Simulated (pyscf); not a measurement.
Thermochemistry of product channels of Cl–Si:–Cl (SMILES Cl[Si]Cl) [singlet] + NH₃ (SMILES N) on the singlet surface, in kcal/mol, from ωB97M-D3(BJ)/def2-TZVP energies (ideal gas, 1 atm, RRHO with modes under 100 cm⁻¹ raised to 100, one conformer, R ln 2 for rigid chiral ones). PySCF, gas phase, ωB97X-D3(BJ)/def2-SVP geometries.

| products | ΔE | ΔH(298 K) | ΔG(900 K) | ΔG(1200 K) |
|---|---|---|---|---|
| HN=Si(Cl)–Cl (SMILES N=[Si](Cl)Cl) + H₂ (SMILES [H][H]) | [?] | +9.5 | +14.1 | +14.5 |
| H₂N–SiH(Cl)–Cl (SMILES N[SiH](Cl)Cl) | [?] | -48.9 | -18.9 | -9.7 |

Question: Some entries are withheld; supply them.

Answer: 
- HN=Si(Cl)–Cl (SMILES N=[Si](Cl)Cl) + H₂ (SMILES [H][H]), ΔE: +14.8
- H₂N–SiH(Cl)–Cl (SMILES N[SiH](Cl)Cl), ΔE: -48.7

These are energies of the channels, which say nothing of barriers.
